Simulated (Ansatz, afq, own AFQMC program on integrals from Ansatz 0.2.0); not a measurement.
AFQMC on a folder of integrals that Ansatz 0.2.0 wrote.

```yaml
crystal:
  periodic: [false, false, false]
  atoms:
    - {symbol: N, position_ang: [1.498155, 0.055503, 0.640798]}
    - {symbol: Ga, position_ang: [-0.180691, -0.055600, -0.060369]}
    - {symbol: S, position_ang: [-1.570939, 1.630111, 0.459158]}
    - {symbol: H, position_ang: [2.202606, -0.662083, 0.521852]}
    - {symbol: H, position_ang: [1.770897, 0.741027, 1.337731]}
    - {symbol: H, position_ang: [-2.610428, 1.107182, -0.224871]}
basis:
  gaussian: {orbitals: def2-TZVP}
magnetization: {spin_polarized: true, initial_magnetization: 1}
correlation: {method: ccsd_t, electrons: outside_noble_gas, hamiltonian_folder: ham}
```

```sh
$ ansatz run in.yaml --threads 1 --pin off --events-out ev --progress --plain --max-ram 16896MiB --backend cuda --devices 0, --max-vram 18GiB
```

Options of the walk:

```
--method phaseless --trial cisd --walkers 1000 --populations 20 --least-time 60 --time-step 0.005 --steps-per-block 50 --equilibration-blocks 28 --max-blocks 4000 --target-error 0.00024 --factor-cut 1e-05 --start spin_pure --seed 4661 --release-times 0.24,0.51,0.99,1.5 --release-step 0.03 --release-every 4 --taylor-order 6
```

Times are imaginary, in 1/Eh. The walk had a cap of 358 s. With eight or more populations the least sampling time is a fifth of least-time, and the error comes from their spread. Filled inner d shells are frozen with the cores.

Log:

```
orbitals 114  electrons 9 8  factors 841 of 890
reference energy -2377.04877624 Eh
CCSD correlation -0.47024396 Eh in 14 cycles, weight of the determinant in the CISD state 0.8286
energy of the start -2377.518627 Eh
 block  time / (1/Eh)  mean weight  energy / Eh
     1     0.250  0.9988  -2377.508360
     2     0.500  1.0008  -2377.515951
     3     0.750  1.0003  -2377.521449
     4     1.000  0.9995  -2377.528865
     5     1.250  0.9993  -2377.533179
    10     2.500  1.0000  -2377.537281
    29     7.250  0.9995  -2377.541546
    49    12.250  1.0009  -2377.540238
    69    17.250  0.9991  -2377.541321
    89    22.250  1.0002  -2377.539313
    93    23.250  0.9989  -2377.536754
   109    27.250  1.0006  -2377.542723
   129    32.250  1.0001  -2377.546427
   149    37.250  1.0001  -2377.537108
   169    42.250  0.9990  -2377.540271
   181    45.250  1.0005  -2377.544573
error from the spread of 20 populations
released: time / (1/Eh)  energy / Eh  error  mean overlap
  0.24  -2377.540969  0.000322  0.9971
  0.51  -2377.541095  0.000299  0.9916
  0.99  -2377.541871  0.000330  0.9789
  1.50  -2377.541299  0.000408  0.9837
energy -2377.540240 +/- 0.000345 Eh
(rows thinned)
```

The run passed its tests (sampling time, drift between the halves within three errors, error under three times the target), which doesn't prove that it has relaxed, ending at its cap on processor time.

Against this walk (error 9.4 meV) on the same determinant: CCSD(T) 38.7 meV higher. The error is statistical and leaves out the bias of the constraint. Released to 1.50 1/Eh the energy moves by -29 ± 15 meV (both errors), within twice the noise.

Cautions: constraint bias not in the error; error above the target (9.4 against 6.5 meV); no relativity below Rb; no spin-orbit coupling; inner d shell frozen.

The walk took 6 min on 1 × NVIDIA H100 80GB HBM3 with 2 threads of AMD EPYC 7R13 Processor (Zen 3), on a shared host (the card was shared). The log's last line is the phaseless energy.
